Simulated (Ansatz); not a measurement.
# BHCl₂ (triplet): wave-function methods side by side at a displaced geometry (v2), cc-pVDZ

The task here is to estimate one member of a computed series from the others.

Program: Ansatz 0.2.0, Gaussian basis. Level of theory: cc-pVDZ, core rule «outside noble gas», up to 11 orbitals frozen. These are calculated values, not measurements.

The runs, in order: UHF; CCSD(T) on ROHF; CCSD(T) on UHF; BCCD(T) on ROHF; CISD; CCSDT(Q) on ROHF; CCSDT(Q) on UHF; CASSCF and NEVPT2, 14 electrons in 11 orbitals.

22 further runs of the same task are left out: 11 that didn't finish, 11 set aside as unsound or not needed.

### The geometry

The geometry is a PBE0/def2-TZVP stationary point (not a proven minimum) with its atoms shifted at random (size 0.100 Å).

4 atoms, charge 0, spin multiplicity 3.

Atoms are counted from 1 here; the program's logs count them from 0.

Bond lengths: Cl1–B2 1.736 Å, B2–Cl3 1.756 Å, B2–H4 1.197 Å. Angles: Cl1–B2–Cl3 143.5°, Cl1–B2–H4 106.1°, Cl3–B2–H4 108.1°.

The first run:

The input, in.yaml:

```yaml
crystal:
  periodic: [false, false, false]
  atoms:
    - {symbol: Cl, position_ang: [0.059432, -0.078662, 1.655766]}
    - {symbol: B, position_ang: [-0.105442, 0.442868, 0.008352]}
    - {symbol: Cl, position_ang: [-0.028822, -0.102712, -1.658836]}
    - {symbol: H, position_ang: [0.054287, 1.629487, 0.018386]}
basis:
  gaussian: {orbitals: cc-pVDZ}
magnetization: {spin_polarized: true, initial_magnetization: 2}
hamiltonian: {xc: hf}
output: {orbitals: {seedname: orbitals}}
```

The run is started by

```
ansatz run in.yaml --threads 1 --pin off --events-out ev --progress --plain --max-ram 2393MiB
```

Steps of the session up to this table: UHF; CCSD(T) on ROHF; CCSD(T) on UHF; BCCD(T) on ROHF; CISD; CCSDT(Q) on ROHF; CCSDT(Q) on UHF; CASSCF and NEVPT2, 14 electrons in 11 orbitals.

One of the session's tables, all rows but one given; the rest of the session is left out.

```
        method  from UCCSDT(Q) (meV)
          ROHF              +11047.3
           UHF              +10866.3
          RMP2                     ?
          UMP2               +1292.5
          CISD               +1607.6
         RCCSD                +383.5
         UCCSD                +377.5
      RCCSD(T)                 +59.7
      UCCSD(T)                 +60.5
       BCCD(T)                 +57.7
        RCCSDT                 +29.6
        UCCSDT                 +28.9
     RCCSDT(Q)                  +3.2
     UCCSDT(Q)                     0
CASSCF valence               +9349.9
NEVPT2 valence               +1603.5
```

Q: Estimate the row for RMP2 from the others.

As computed: from UCCSDT(Q) (meV): +1293.9. In the column «from UCCSDT(Q) (meV)» it lies between UMP2 (+1292.5) and NEVPT2 valence (+1603.5).

Caveats from the session: Restricted and unrestricted rows rest on different reference determinants; where their highest levels disagree by more than a few hundredths of an eV, they describe different states and don't form one ladder.
